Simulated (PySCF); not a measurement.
First SCF of a structure search on triplet SiF₂, at a hand-made bent geometry. PySCF input:

```python
from pyscf import gto, scf, dft
mol = gto.M(atom='''
Si     0.000000     0.000000     0.000000
F      1.474500     0.000000     1.032400
F     -1.474500     0.000000     1.032400''',
    basis={'Si': 'def2-TZVP', 'F': 'def2-TZVP'},
    charge=0, spin=2)
mf = dft.UKS(mol, xc='PBE0')
mf.grids.atom_grid = (50, 194)
aux = {'Si': 'def2-universal-JKFIT', 'F': 'def2-universal-JKFIT'}
mf = mf.density_fit(auxbasis=aux)
mf.conv_tol = 1e-08
mf.diis_space = 10
mf.max_cycle = 60
mf.init_guess = 'minao'
mf.verbose = 4
mf.kernel()
```

Excerpt of the output (cycles alone):

```
init E= -488.828587422303
cycle= 1 E= -488.783768222119  delta_E= 0.0448  |g|= 0.565  |ddm|= 1.22
cycle= 2 E= -488.277989677348  delta_E= 0.506  |g|= 1.34  |ddm|= 1.08
cycle= 3 E= -488.915827344865  delta_E= -0.638  |g|= 0.0318  |ddm|= 0.682
cycle= 4 E= -488.916491813949  delta_E= -0.000664  |g|= 0.0145  |ddm|= 0.0511
cycle= 5 E= -488.916577284624  delta_E= -8.55e-05  |g|= 0.00222  |ddm|= 0.0138
cycle= 6 E= -488.916585353475  delta_E= -8.07e-06  |g|= 0.0012  |ddm|= 0.00526
cycle= 7 E= -488.916586473039  delta_E= -1.12e-06  |g|= 0.000216  |ddm|= 0.00158
cycle= 8 E= -488.916586578293  delta_E= -1.05e-07  |g|= 6.1e-05  |ddm|= 0.000616
cycle= 9 E= -488.916586582506  delta_E= -4.21e-09  |g|= 1.77e-05  |ddm|= 0.000114
Extra cycle  E= -488.916586582505  delta_E= 1.02e-12  |g|= 2.42e-05  |ddm|= 2.22e-05
converged SCF energy = -488.916586582505  <S^2> = 2.0032544  2S+1 = 3.0021688
```

No lower solution of this spin was found from smeared starts or by a stability analysis within the unrestricted form.

The search for the lowest solution, 3 starts and the stability check together, took 6.6 s on 4 threads of a shared Arm Neoverse V1 host, with 99 basis functions; the process peaked at 0.39 GiB.
